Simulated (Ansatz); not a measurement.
A run on C4H5N, SMILES `C=C1CC1=N` with other settings.

```yaml
crystal:
  periodic: [false, false, false]
  atoms:
    - {symbol: C, position_ang: [-1.827952, -0.004175, -0.130221]}
    - {symbol: C, position_ang: [-0.514870, -0.026249, -0.004259]}
    - {symbol: C, position_ang: [0.660259, -0.496774, 0.802295]}
    - {symbol: C, position_ang: [0.782773, 0.318295, -0.442543]}
    - {symbol: N, position_ang: [1.489111, 0.907416, -1.299513]}
    - {symbol: H, position_ang: [-2.295584, 0.514170, -0.959862]}
    - {symbol: H, position_ang: [-2.473961, -0.499589, 0.586566]}
    - {symbol: H, position_ang: [0.926857, -1.551691, 0.764232]}
    - {symbol: H, position_ang: [0.856090, -0.019167, 1.760897]}
    - {symbol: H, position_ang: [2.480277, 0.806563, -1.074691]}
basis:
  gaussian: {orbitals: STO-3G, fitting: {mean_field: def2-universal-jkfit}}
hamiltonian: {xc: {name: wB97}}
output: {forces: true}
```

```sh
$ ansatz run in.yaml --threads 2 --pin off --events-out ev --progress --plain --max-ram 4352MiB
```

It prints (some lines left out):

```
Functional definition: wB97
  name "wB97"
  cite "Chai & Head-Gordon, J. Chem. Phys. 128, 084106 (2008) doi:10.1063/1.2834918"
  cite "Becke, J. Chem. Phys. 107, 8554 (1997) doi:10.1063/1.475007"
  parameter omega = 0.4/bohr
  parameter cx1 = 1.13116
  parameter cx2 = -2.74915
  parameter cx3 = 12.0900
  parameter cx4 = -5.71642
  parameter css1 = -2.55352
  parameter css2 = 11.8926
  parameter css3 = -26.9452
  parameter css4 = 17.0927
  parameter cos1 = 3.99051
  parameter cos2 = -17.0066
  parameter cos3 = 1.07292
  parameter cos4 = 8.88211
  # The coefficients of nought are those of the uniform gas.
  exchange = spin_sum(e_x_unif_sr(omega)*poly(b97_u_x, 1, cx1, cx2, cx3, cx4)) + exact_x_lr(omega)
  correlation = spin_sum(e_c_pw_same_spin*poly(b97_u_same, 1, css1, css2, css3, css4))
      + integral(e_c_pw_opposite_spin*poly(b97_u_opposite, 1, cos1, cos2, cos3, cos4))
467 factors; integrals over basis functions are off by at most 4.4e-3 eV
467 factors; integrals over basis functions are off by at most 3.6e-7 eV
mean field evaluation 1: about -5642.5850 eV, gradient 2.4e1 eV
mean field evaluation 2: about -5643.0337 eV, gradient 2.5e1 eV
mean field evaluation 4: about -5644.5574 eV, gradient 9.2e-1 eV
mean field evaluation 8: about -5644.5654 eV, gradient 1.2e-2 eV
mean field -5644.56535141 eV, -207.4339506404 hartree, gradient 2.0e-5 eV, S^2 0.000000; 0 other end points of the search recorded, 0 dependent functions left out
the calculation of the forces begins
reference -5644.56534537 eV, -207.4339504184 hartree; 18, 18 occupied and 12, 12 virtual orbitals, 467 factors
Total energy: -5644.56534537 eV, -207.4339504184 hartree
Atom 0 at    -1.827952    -0.004175    -0.130221 Å, force     0.298065     0.009189     0.007907 eV/Å
Atom 1 at    -0.514870    -0.026249    -0.004259 Å, force    -1.680155    -0.323028     0.378308 eV/Å
Atom 2 at     0.660259    -0.496774     0.802295 Å, force     0.126708    -0.332086     0.520682 eV/Å
Atom 3 at     0.782773     0.318295    -0.442543 Å, force     0.283643    -0.669677     1.049860 eV/Å
Atom 4 at     1.489111     0.907416    -1.299513 Å, force    -0.742495     1.891061    -2.961633 eV/Å
Atom 5 at    -2.295584     0.514170    -0.959862 Å, force    -0.314040     0.218669    -0.358625 eV/Å
Atom 6 at    -2.473961    -0.499589     0.586566 Å, force    -0.363611    -0.199894     0.280977 eV/Å
Atom 7 at     0.926857    -1.551691     0.764232 Å, force     0.082947    -0.332185     0.045125 eV/Å
Atom 8 at     0.856090    -0.019167     1.760897 Å, force     0.064277     0.098277     0.324701 eV/Å
Atom 9 at     2.480277     0.806563    -1.074691 Å, force     2.244660    -0.360325     0.712698 eV/Å
Dipole moment:     0.055136    -0.199303     0.310611 e Å
```

Hardware: 2 threads of an Arm Neoverse V2 on a shared host. Wall time 1.6 s, peak host memory 0.46 GiB.
